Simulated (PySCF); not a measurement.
# Bonding in `CCC([S-])CC`

Compound: C5H11S (charge -1).
Numbering: `[CH3:1][CH2:2][CH:3]([S-:4])[CH2:5][CH3:6]` (hydrogens: H7, H8, H9 on C1; H10, H11 on C2; H12 on C3; H13, H14 on C5; H15, H16, H17 on C6)

Structure used (GFN2-xTB), in Å, numbered top down from 1:
```
atom  x, y, z in Å
C1    -2.166    0.470   -0.097
C2    -1.352   -0.646    0.555
C3     0.100   -0.734    0.076
S4     0.825   -2.297    0.645
C5     0.933    0.456    0.562
C6     2.342    0.412   -0.010
H7    -3.213    0.411    0.207
H8    -1.787    1.451    0.186
H9    -2.119    0.385   -1.182
H10   -1.350   -0.521    1.642
H11   -1.827   -1.606    0.339
H12    0.106   -0.742   -1.028
H13    0.451    1.405    0.287
H14    0.989    0.407    1.654
H15    2.324    0.585   -1.086
H16    2.988    1.158    0.455
H17    2.748   -0.582    0.172
```

Bond orders from the PBE0/pcSseg-1 density (PySCF). One conformer (not necessarily the lowest) at the GFN2-xTB geometry, without solvent, vibrations or thermal averaging. The pcSseg-1 basis has no diffuse functions, a weakness for an anion. The HOMO energy is positive at this level (+0.39 eV), so the outermost electrons may be held by the finite basis alone.

Problem. How far do the computed orders between heavy atoms stray from the drawn ones?

Solution. The largest departure is 0.099, at C3–S4 (drawn single, 1.099).

Problem. Give the Mayer order of every bond between heavy atoms, beside its length.

Solution. 
| bond | drawn as | length (Å) | Mayer order |
| --- | --- | --- | --- |
| C1–C2 | single | 1.527 | 1.021 |
| C2–C3 | single | 1.532 | 0.990 |
| C3–S4 | single | 1.815 | 1.099 |
| C3–C5 | single | 1.532 | 0.964 |
| C5–C6 | single | 1.522 | 1.066 |

By pair of heavy elements: C–C: lowest C3–C5 (0.964, 1.532 Å), highest C5–C6 (1.066, 1.522 Å).

Problem. And the bonds to hydrogen?

Solution. C–H: 0.94 to 0.97 (11 bonds).

Problem. Sum the orders of all bonds at each heavy atom with more than one neighbour and set the sums beside the valence in the SMILES.

Solution. C1 3.931 (drawn 4), C2 3.917 (drawn 4), C3 3.989 (drawn 4), C5 3.913 (drawn 4), C6 3.943 (drawn 4). Orders between atoms that aren't bonded are not in these sums.

The Mayer order sums products of elements of PS (density times overlap matrix) between the two atoms' basis functions, so it depends on the basis set.
